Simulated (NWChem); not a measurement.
The numbers come from NWChem runs, not from measurements. System: C2H3, charge 1, spin multiplicity 1, at the geometry of a parent with another charge or spin, in a state set for the comparison that need not be this species' ground state. Level: CCSD(T)/def2-TZVPD, 2 core orbitals frozen.

Input file:

```
start mol
memory heap 100 mb stack 700 mb global 1900 mb
charge 1
geometry units angstroms nocenter noautoz
  C      0.248606     0.684719     0.000000
  C     -0.117510    -0.581819     0.000000
  H     -0.218070     1.678869     0.000000
  H     -1.186454    -0.887834     0.000000
  H      0.617945    -1.408438     0.000000
  symmetry group Cs
end
basis spherical
  * library def2-tzvpd
end
scf
  rhf
  nopen 0
  maxiter 100
  thresh 1e-7
  semidirect memsize 60000000 filesize 0
end
tce
  freeze core 2
  ccsd(t)
  2eorb
  2emet 13
  thresh 1e-6
  maxiter 100
  tilesize 24
end
task tce energy
```

Part of the output:

```
             Northwest Computational Chemistry Package (NWChem) 7.3.0
             --------------------------------------------------------

                                NWChem Input Module
                                -------------------

 Scaling coordinates for geometry "geometry" by  1.889725989
 (inverse scale =  0.529177249)

 Turning off AUTOSYM since
 SYMMETRY directive was detected!

                             Geometry "geometry" -> ""
                             -------------------------

 Output coordinates in angstroms (scale by  1.889725989 to convert to a.u.)

  No.       Tag          Charge          X              Y              Z
 ---- ---------------- ---------- -------------- -------------- --------------
    1 C                    6.0000     0.24860600     0.68471900     0.00000000
    2 C                    6.0000    -0.11751000    -0.58181900     0.00000000
    3 H                    1.0000    -0.21807000     1.67886900     0.00000000
    4 H                    1.0000    -1.18645400    -0.88783400     0.00000000
    5 H                    1.0000     0.61794500    -1.40843800     0.00000000

 Effective nuclear repulsion energy (a.u.)      28.0943661962

            Nuclear Dipole moment (a.u.)
            ----------------------------
        X                 Y               Z
 ---------------- ---------------- ----------------
    -0.0000056692    -0.0000056692     0.0000000000

      Symmetry information
      --------------------

 Group name             Cs
 Group number              2
 Group order               2
 No. of unique centers     5

      Symmetry unique atoms

     1    2    3    4    5


 Summary of "ao basis" -> "" (spherical)
 ------------------------------------------------------------------------------
       Tag                 Description            Shells   Functions and Types
 ---------------- ------------------------------  ------  ---------------------
 *                         def2-tzvpd                 on all atoms

 Summary of "ao basis" -> "ao basis" (spherical)
 ------------------------------------------------------------------------------
       Tag                 Description            Shells   Functions and Types
 ---------------- ------------------------------  ------  ---------------------
 C                         def2-tzvpd               13       37   6s3p3d1f
 H                         def2-tzvpd                5        9   3s2p

                                 NWChem SCF Module
                                 -----------------

  ao basis        = "ao basis"
  functions       =   101
  atoms           =     5
  closed shells   =     7
  open shells     =     0
  charge          =   1.00
  wavefunction    = RHF
  use symmetry    = T
  symmetry adapt  = T

 Summary of "ao basis" -> "ao basis" (spherical)
 ------------------------------------------------------------------------------
       Tag                 Description            Shells   Functions and Types
 ---------------- ------------------------------  ------  ---------------------
 C                         def2-tzvpd               13       37   6s3p3d1f
 H                         def2-tzvpd                5        9   3s2p

      Symmetry analysis of basis
      --------------------------

        a'         71
        a"         30

 Forming initial guess at       0.1s

      Superposition of Atomic Density Guess
      -------------------------------------

 Sum of atomic energies:         -76.84208906

 Renormalizing density from      15.00 to     14

      Non-variational initial energy
      ------------------------------

 Total energy =     -73.830072
 1-e energy   =    -146.804268
 2-e energy   =      44.879830
 HOMO         =      -0.758945
 LUMO         =      -0.565030

      Symmetry analysis of molecular orbitals - initial
      -------------------------------------------------

  Numbering of irreducible representations:

     1 a'          2 a"

  Orbital symmetries:

     1 a'          2 a'          3 a'          4 a'          5 a'
     6 a'          7 a"          8 a'          9 a"         10 a'
    11 a'         12 a'         13 a'         14 a'         15 a"
    16 a'         17 a"

 Starting SCF solution at       1.2s

 ----------------------------------------------
         Quadratically convergent ROHF

 Convergence threshold     :          1.000E-07
 Maximum no. of iterations :          100
 Final Fock-matrix accuracy:          1.000E-09
 ----------------------------------------------

              iter       energy          gnorm     gmax       time
             ----- ------------------- --------- --------- --------
                 1      -76.9626940290  1.37D+00  3.55D-01      1.3
                 2      -77.0629524160  3.20D-01  1.35D-01      1.5
                 3      -77.0740115267  1.55D-01  5.44D-02      1.5
                 4      -77.0775601717  9.59D-03  3.50D-03      2.0
                 5      -77.0775725159  3.89D-05  1.82D-05      2.4
                 6      -77.0775725163  3.60D-09  1.13D-09      3.0

       Final RHF  results
       ------------------

         Total SCF energy =    -77.077572516259
      One-electron energy =   -154.038049749312
      Two-electron energy =     48.866111036878
 Nuclear repulsion energy =     28.094366196175

        Time for solution =      1.8s

       Symmetry analysis of molecular orbitals - final
       -----------------------------------------------

  Numbering of irreducible representations:

     1 a'          2 a"

  Orbital symmetries:

     1 a'          2 a'          3 a'          4 a'          5 a'
[...]
    5   -0.9357
    6   -0.8743
    7   -0.7120
    8   -0.2737
    9   -0.1381
   10   -0.0970
   11   -0.0730
   12   -0.0346
   13   -0.0003
   14    0.0057
   15    0.0283
   16    0.0331
   17    0.0426

                       ROHF Final Molecular Orbital Analysis
                       -------------------------------------

 Vector    5  Occ=2.000000D+00  E=-9.356751D-01  Symmetry=a'
              MO Center= -2.1D-01, -7.1D-02, -7.0D-17, r^2= 1.7D+00
   Bfn.  Coefficient  Atom+Function         Bfn.  Coefficient  Atom+Function
  ----- ------------  ---------------      ----- ------------  ---------------
     8      0.290205  1 C  py                45     -0.241357  2 C  py
    11      0.210541  1 C  py                48     -0.181611  2 C  py
    44     -0.167424  2 C  px                85      0.159565  4 H  s

 Vector    6  Occ=2.000000D+00  E=-8.742920D-01  Symmetry=a'
              MO Center= -2.2D-02, -6.7D-01, -7.2D-18, r^2= 1.4D+00
   Bfn.  Coefficient  Atom+Function         Bfn.  Coefficient  Atom+Function
  ----- ------------  ---------------      ----- ------------  ---------------
    44      0.278052  2 C  px                47      0.239286  2 C  px
    94      0.217897  5 H  s                 45     -0.175792  2 C  py
    85     -0.162919  4 H  s

 Vector    7  Occ=2.000000D+00  E=-7.120245D-01  Symmetry=a"
              MO Center=  1.0D-01,  2.0D-01,  1.5D-16, r^2= 1.3D+00
   Bfn.  Coefficient  Atom+Function         Bfn.  Coefficient  Atom+Function
  ----- ------------  ---------------      ----- ------------  ---------------
     9      0.343074  1 C  pz                12      0.337201  1 C  pz
    49      0.247485  2 C  pz                46      0.244516  2 C  pz

 Vector    8  Occ=0.000000D+00  E=-2.736855D-01  Symmetry=a'
              MO Center=  4.1D-01,  5.8D-01,  7.4D-16, r^2= 1.9D+00
   Bfn.  Coefficient  Atom+Function         Bfn.  Coefficient  Atom+Function
  ----- ------------  ---------------      ----- ------------  ---------------
     5      0.442198  1 C  s                 13     -0.376683  1 C  px
    10     -0.353041  1 C  px                 7     -0.332848  1 C  px
    42     -0.217140  2 C  s                  4     -0.211547  1 C  s
    77     -0.165755  3 H  s

 Vector    9  Occ=0.000000D+00  E=-1.380674D-01  Symmetry=a"
              MO Center= -8.3D-03, -1.2D-01, -1.2D-15, r^2= 2.8D+00
   Bfn.  Coefficient  Atom+Function         Bfn.  Coefficient  Atom+Function
  ----- ------------  ---------------      ----- ------------  ---------------
    49      0.322445  2 C  pz                12     -0.292595  1 C  pz
    46      0.277216  2 C  pz                 9     -0.254730  1 C  pz

 Vector   10  Occ=0.000000D+00  E=-9.701100D-02  Symmetry=a'
              MO Center= -2.5D-01,  4.6D-01,  1.3D-15, r^2= 9.3D+00
   Bfn.  Coefficient  Atom+Function         Bfn.  Coefficient  Atom+Function
  ----- ------------  ---------------      ----- ------------  ---------------
    77      2.903863  3 H  s                  5     -2.405241  1 C  s
     6     -2.115128  1 C  s                 86      1.955958  4 H  s
    43     -1.146165  2 C  s                 50      1.089558  2 C  px
    95      0.933101  5 H  s                 30      0.779147  1 C  d  2
    81      0.563317  3 H  px                90      0.537353  4 H  px

 center of mass
 --------------
 x =   0.05457389 y =   0.04283615 z =   0.00000000

 moments of inertia (a.u.)
 ------------------
          54.668173218272          -9.502390169471           0.000000000000
          -9.502390169471           9.771444157680           0.000000000000
           0.000000000000           0.000000000000          64.439617375952

  Mulliken analysis of the total density
  --------------------------------------

    Atom       Charge   Shell Charges
 -----------   ------   -------------------------------------------------------
    1 C    6     5.73   0.86  1.12  0.57  0.66  0.15 -0.00  1.06  1.13  0.13  0.01  0.04  0.01  0.01
    2 C    6     6.24   0.86  1.12  0.51  0.66  0.19  0.00  1.20  1.34  0.29  0.02  0.04  0.01  0.01
    3 H    1     0.64   0.23  0.39  0.02  0.03 -0.02
    4 H    1     0.70   0.23  0.41  0.03  0.02  0.00
    5 H    1     0.69   0.24  0.43  0.02  0.02 -0.01

       Multipole analysis of the density wrt the origin
       ------------------------------------------------

     L   x y z        total         open         nuclear
     -   - - -        -----         ----         -------
     0   0 0 0      1.000000      0.000000     15.000000

     1   1 0 0     -0.010909      0.000000     -0.000006
     1   0 1 0      0.273739      0.000000     -0.000006
     1   0 0 1     -0.000000      0.000000      0.000000

     2   2 0 0     -5.584055      0.000000      8.180469
     2   1 1 0      0.447928      0.000000      4.458455
     2   1 0 1      0.000000      0.000000      0.000000
     2   0 2 0     -2.276732      0.000000     37.262873
     2   0 1 1      0.000000      0.000000      0.000000
     2   0 0 2     -9.463865      0.000000      0.000000

                   NWChem Extensible Many-Electron Theory Module
                   ---------------------------------------------


            General Information
            -------------------
      Number of processors :     1
         Wavefunction type : Restricted Hartree-Fock
          No. of electrons :    14
           Alpha electrons :     7
            Beta electrons :     7
           No. of orbitals :   202
            Alpha orbitals :   101
             Beta orbitals :   101
        Alpha frozen cores :     2
         Beta frozen cores :     2
     Alpha frozen virtuals :     0
      Beta frozen virtuals :     0
         Spin multiplicity : singlet
    Number of AO functions :   101
       Number of AO shells :    41
        Use of symmetry is : on
      Symmetry adaption is : on
         Schwarz screening : 0.10D-09

          Correlation Information
          -----------------------
          Calculation type : Coupled-cluster singles & doubles w/ perturbation
   Perturbative correction : (T)
            Max iterations :      100
        Residual threshold : 0.10D-05
     T(0) DIIS level shift : 0.00D+00
     L(0) DIIS level shift : 0.00D+00
     T(1) DIIS level shift : 0.00D+00
     L(1) DIIS level shift : 0.00D+00
     T(R) DIIS level shift : 0.00D+00
     T(I) DIIS level shift : 0.00D+00
   CC-T/L Amplitude update :  5-th order DIIS
                I/O scheme : Global Array Library
        L-threshold :  0.10D-05
        EOM-threshold :  0.10D-05
 no EOMCCSD initial starts read in
 TCE RESTART OPTIONS
 SLICE:      F
 D4D5:       F
 quantumc:   F
 qrotation:  F
 pwtce:      F
 qducc:      F
 nacto:                         0
 nrotv:                         0
 nrot:                          0

            Memory Information
            ------------------
          Available GA space size is     249026599 doubles
          Available MA space size is     104853268 doubles

 Maximum block size supplied by input
 Maximum block size        24 doubles

 tile_dim =     22

 -------------------------------------------------
   1    alpha     a'     4 doubles       0       1
   2    alpha     a"     1 doubles       4       2
   3    beta      a'     4 doubles       5       1
   4    beta      a"     1 doubles       9       2
   5    alpha     a'    21 doubles      10       5
   6    alpha     a'    22 doubles      31       6
   7    alpha     a'    22 doubles      53       7
   8    alpha     a"    14 doubles      75       8
   9    alpha     a"    15 doubles      89       9
  10    beta      a'    21 doubles     104       5
  11    beta      a'    22 doubles     125       6
  12    beta      a'    22 doubles     147       7
  13    beta      a"    14 doubles     169       8
  14    beta      a"    15 doubles     183       9

 Global array virtual files algorithm will be used

 Parallel file system coherency ......... OK

 4-electron integrals stored in orbital form

 v2    file size   =         10229633
 4-index algorithm nr.  13 is used
 imaxsize =       30
 imaxsize ichop =        0


CCSD iterations
 ---------------------------------------------------------
 Iter          Residuum       Correlation     Cpu    Wall
 ---------------------------------------------------------
    1   0.1433219068990  -0.2761392933462     0.8     0.8
    2   0.0449677041254  -0.2954069396142     0.8     0.8
    3   0.0195656180175  -0.3019956668268     0.8     0.8
    4   0.0109050318354  -0.3040018229878     0.6     0.6
    5   0.0062813476049  -0.3050575792176     0.6     0.6
    6   0.0020163966698  -0.3061305992077     0.7     0.7
    7   0.0015178542667  -0.3061849429023     0.7     0.7
    8   0.0007943321389  -0.3062327182377     0.7     0.7
    9   0.0006446755871  -0.3062434264503     0.8     0.8
   10   0.0004068251909  -0.3062660728680     0.8     0.8
   11   0.0000582804882  -0.3063067068925     0.8     0.8
   12   0.0000254683698  -0.3063105847101     0.8     0.8
   13   0.0000151056624  -0.3063125598149     0.8     0.8
   14   0.0000095259104  -0.3063131813571     0.8     0.8
   15   0.0000063717652  -0.3063135476875     0.8     0.8
   16   0.0000019332316  -0.3063139668916     0.9     0.9
   17   0.0000009316598  -0.3063140114187     0.9     0.9
 -----------------------------------------------------------------
 Iterations converged
 CCSD correlation energy / hartree =        -0.306314011418729
 CCSD total energy / hartree       =       -77.383886527677532

 Singles contributions

 Doubles contributions
     9a"  (alpha)     9a"  (beta ) ---     7a"  (alpha)     7a"  (beta )       -0.1159540683
 CCSD(T)
 Using plain CCSD(T) code
             total no. of tasks          295
 total no. of tasks / no. procs          295
                         wl_min         2744           3.7
                         wl_max       681472           9.4
        thresh for no. of tasks          295

 CCSD[T]  correction energy / hartree =        -0.015719409652371
 CCSD[T] correlation energy / hartree =        -0.322033421071100
 CCSD[T] total energy / hartree       =       -77.399605937329909
 CCSD(T)  correction energy / hartree =        -0.014375001052689
 CCSD(T) correlation energy / hartree =        -0.320689012471418
 CCSD(T) total energy / hartree       =       -77.398261528730217

 Task  times  cpu:       56.1s     wall:       56.1s

 Total times  cpu:       56.1s     wall:       56.1s
```
